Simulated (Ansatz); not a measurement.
in.yaml

```yaml
crystal:
  periodic: [false, false, false]
  atoms:
    - {symbol: Ga, position_ang: [0.000000, -0.483232, 1.643709]}
    - {symbol: As, position_ang: [0.000000, -0.521737, -0.911101]}
    - {symbol: H, position_ang: [0.000000, 1.004969, -0.732608]}
basis:
  gaussian: {orbitals: cc-pVDZ}
total_charge: 1
magnetization: {spin_polarized: false, initial_magnetization: 2}
correlation: {method: ccsdt_q, electrons: outside_noble_gas}
```

```sh
$ ansatz run in.yaml --threads 1 --pin off --events-out ev --progress --plain --max-ram 4096MiB --backend cpu
```

The program prints:

```
1174 factors; integrals over basis functions are off by at most 1.6e-7 eV
mean field evaluation 1: about -113136.2618 eV, gradient 1.0e1 eV
mean field evaluation 2: about -113136.2771 eV, gradient 1.0e1 eV
mean field evaluation 4: about -113137.1441 eV, gradient 9.2e-1 eV
mean field evaluation 8: about -113137.1631 eV, gradient 2.6e-2 eV
mean field evaluation 16: about -113137.1415 eV, gradient 2.7e-1 eV
mean field evaluation 32: about -113133.7725 eV, gradient 1.9e-3 eV
mean field evaluation 64: about -113133.6867 eV, gradient 5.7e-4 eV
mean field -113137.16309186 eV, -4157.7140565023 hartree, gradient 2.9e-6 eV, S^2 2.000000; 2 other end points of the search recorded, 0 dependent functions left out
determinant -113137.16309186 eV, -4157.7140565023 hartree, with singles and doubles -113141.19627160 eV, -4157.8622731242 hartree
determinant -113133.77254090 eV, -4157.5894560528 hartree, with singles and doubles -113137.85530969 eV, -4157.7394950386 hartree
determinant -113133.68671152 eV, -4157.5863018814 hartree, with singles and doubles -113137.76432666 eV, -4157.7361514736 hartree
28 core orbitals not correlated: weight in the atoms' cores, before any rotation towards them, 0.999 or more for the frozen orbitals, at most 0.001 for the correlated occupied ones
reference -113137.16309186 eV, -4157.7140565023 hartree; 5, 3 occupied and 26, 28 virtual orbitals, 1174 factors
second order -3.10108683 eV of doubles, -0.12293900 eV of singles
cycle   1  -3.79156989 eV  change   -5.6e-1 eV  update   7.7e-2
cycle   2  -4.11954460 eV  change   -3.3e-1 eV  update   3.4e-2
cycle   3  -4.16172338 eV  change   -4.2e-2 eV  update   1.5e-2
cycle   4  -4.16459503 eV  change   -2.9e-3 eV  update   7.1e-3
cycle   5  -4.16675588 eV  change   -2.2e-3 eV  update   3.9e-3
cycle   6  -4.16642959 eV  change    3.3e-4 eV  update   2.0e-3
cycle   7  -4.16648329 eV  change   -5.4e-5 eV  update   7.0e-4
cycle   8  -4.16683618 eV  change   -3.5e-4 eV  update   3.2e-4
cycle   9  -4.16680290 eV  change    3.3e-5 eV  update   1.3e-4
cycle  10  -4.16664506 eV  change    1.6e-4 eV  update   6.1e-5
cycle  11  -4.16665654 eV  change   -1.1e-5 eV  update   3.0e-5
cycle  12  -4.16668208 eV  change   -2.6e-5 eV  update   1.6e-5
cycle  13  -4.16669871 eV  change   -1.7e-5 eV  update   7.4e-6
cycle  14  -4.16669978 eV  change   -1.1e-6 eV  update   3.2e-6
cycle  15  -4.16669727 eV  change    2.5e-6 eV  update   1.5e-6
cycle  16  -4.16669615 eV  change    1.1e-6 eV  update   7.8e-7
cycle  17  -4.16669591 eV  change    2.4e-7 eV  update   4.3e-7
perturbative correction -0.00557558 eV, -0.0002048990 hartree
Total energy: -113141.33536335 eV, -4157.8673846517 hartree
```

Ran on 1 thread of AMD EPYC 7R13, shared host: 13 s wall, 0.27 GiB peak host memory.
